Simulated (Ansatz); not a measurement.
A made-up structure of SiHSO, doublet:

```
4
angstrom
O -0.0654 0.6022 0.3575
Si 0.8246 -0.7983 0.3496
S -0.8856 -1.2836 0.1415
H 0.0583 1.1682 -0.4205
```

It is relaxed with PBE-D4/def2-SVP and then PBE0-D4/def2-TZVP (Ansatz 0.2.0). Atoms count as bonded within 1.22 times the sum of their covalent radii (H–H: 0.88 Å). The end point is not checked to be a true minimum.

Task: Does its bonding change? (Judge from chemistry; the calculation decides.)

Result: By the calculation: Yes. Formed: none; broken: O1–S3.

Where it ends: The first stage lowers the energy by 3.09 eV in 10 steps. It ends as SiHSO ([OH][Si][S]):
```tsv
atom	x (Å)	y (Å)	z (Å)
O1	-0.0970	0.9179	0.0087
Si2	0.3324	-0.6553	0.1365
S3	-0.9127	-2.1310	0.4061
H4	0.6093	1.5569	-0.1232
```

Labels in which every atom is bracketed show which atoms are joined, not bond orders.

For scale, one of the runs: PBE0-D4/def2-TZVP relaxation, 111 basis functions, launched by `ansatz run in.yaml --threads 2 --pin off --events-out ev --progress --plain --max-ram 4352MiB`. The run took about 19 s on 2 CPU threads of an Arm Neoverse V1 (shared host).
